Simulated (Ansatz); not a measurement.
Geometry optimisation, Ansatz 0.2.0, RKS PBE/def2-SVP.

Input:

```yaml
crystal:
  periodic: [false, false, false]
  atoms:
    - { symbol: Si, position_ang: [0.0, 0.0, 0.0] }
    - { symbol: H, position_ang: [0.9994, 0.0, 1.3254] }
    - { symbol: H, position_ang: [1.5827, 0.0, 0.5009] }
    - { symbol: O, position_ang: [-0.7913, 1.3709, -0.5594] }
    - { symbol: C, position_ang: [-2.1512, 1.4177, -0.9653] }
    - { symbol: H, position_ang: [-2.7687, 0.8215, -0.2614] }
    - { symbol: H, position_ang: [-2.5023, 2.4707, -0.9639] }
    - { symbol: H, position_ang: [-2.2473, 0.9975, -1.9882] }
    - { symbol: H, position_ang: [-0.6877, -1.1914, -0.4862] }
basis:
  gaussian: { orbitals: def2-SVP }
hamiltonian:
  xc: pbe
relax:
  f_tol: 0.15
  max_steps: 25
  restrain:
    - { distance: [1, 2], at: 0.66, k: 30.0 }
    - { distance: [0, 1], at: 2.66, k: 30.0 }
    - { distance: [0, 2], at: 2.66, k: 30.0 }
```

Run as:

```bash
$ ansatz run input.yaml --threads 1 --pin off --max-ram 2048MiB --backend cpu --events-out ev --progress --plain --runs-dir out
```

Question: Where does it end, and by what steps?

Answer: The forces met the threshold. The restraints hold the end off the free minimum; the threshold counts their pulls, which the force column leaves out. Restrained pairs: H2–H3 (1.01 → 0.72 Å), Si1–H2 (1.66 → 2.66 Å), Si1–H3 (1.66 → 2.66 Å). After 14 steps the energy has fallen by 1.973 eV (the restraints' own energy left out); Si1 moved furthest, 1.16 Å.

```json
{"step": "0", "energy less start (eV)": "0.0000", "largest force component (eV/Å)": "3.622", "accepted": "yes"}
{"step": "1", "energy less start (eV)": "1.3246", "largest force component (eV/Å)": "5.189", "accepted": "yes"}
{"step": "2", "energy less start (eV)": "2.6917", "largest force component (eV/Å)": "5.968", "accepted": "yes"}
{"step": "3", "energy less start (eV)": "1.7452", "largest force component (eV/Å)": "8.083", "accepted": "yes"}
{"step": "4", "energy less start (eV)": "0.0704", "largest force component (eV/Å)": "4.931", "accepted": "yes"}
{"step": "5", "energy less start (eV)": "-1.0022", "largest force component (eV/Å)": "1.882", "accepted": "yes"}
{"step": "6", "energy less start (eV)": "-1.4668", "largest force component (eV/Å)": "1.812", "accepted": "yes"}
{"step": "7", "energy less start (eV)": "-1.6224", "largest force component (eV/Å)": "1.213", "accepted": "yes"}
{"step": "8", "energy less start (eV)": "-1.6822", "largest force component (eV/Å)": "1.602", "accepted": "yes"}
{"step": "9", "energy less start (eV)": "-1.7940", "largest force component (eV/Å)": "1.549", "accepted": "yes"}
{"step": "10", "energy less start (eV)": "-1.8664", "largest force component (eV/Å)": "1.572", "accepted": "yes"}
{"step": "11", "energy less start (eV)": "-1.9347", "largest force component (eV/Å)": "0.911", "accepted": "yes"}
{"step": "12", "energy less start (eV)": "-1.9563", "largest force component (eV/Å)": "1.486", "accepted": "yes"}
{"step": "13", "energy less start (eV)": "-1.9665", "largest force component (eV/Å)": "1.419", "accepted": "yes"}
{"step": "14", "energy less start (eV)": "-1.9732", "largest force component (eV/Å)": "1.527", "accepted": "yes"}
```

```xyz
9
Properties=species:S:1:pos:R:3
Si 0.266 -0.113 -1.126
H 0.871 -0.040 1.465
H 1.450 0.315 1.216
O -0.832 1.130 -1.395
C -2.152 1.344 -0.936
H -2.483 0.540 -0.239
H -2.216 2.326 -0.419
H -2.845 1.373 -1.805
H -0.626 -0.988 -0.160
```

Time of the run: 32 s on 1 thread of Arm Neoverse V1 (shared host), peak memory 0.14 GiB.
